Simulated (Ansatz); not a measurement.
A calculation on bcc Nb returned lattice constant a 3.352 Å, bulk modulus 156 GPa.

For reference: lattice constant a 3.294 Å (measured, static lattice: zero-point anharmonic expansion removed; as tabulated in Mejia-Rodriguez and Trickey (2018), arXiv:1807.09216); bulk modulus 173 GPa (measured, 0 K value with the zero-point phonon effect removed; as tabulated in Mejia-Rodriguez and Trickey (2018), arXiv:1807.09216).

Problem. Which level of theory produced these numbers?
A. BLYP (Ansatz, a quantum-chemistry and plane-wave program)
B. LDA (Ansatz)
C. r²SCANh (Ansatz)
D. revPBE (Ansatz)

Solution. A, BLYP (Ansatz)

The others give: revPBE 3.324 Å, 164 GPa; LDA 3.247 Å, 191 GPa; r²SCANh 3.304 Å, 171 GPa.

Unless a cell is named, each level is at its own relaxed cell (BLYP 18.82, LDA 17.12, r²SCANh 18.03, revPBE 18.36 Å³/atom).

Ansatz's density-functional and Hartree–Fock values are scalar-relativistic unless marked +SOC, with PAW data made under PBE.
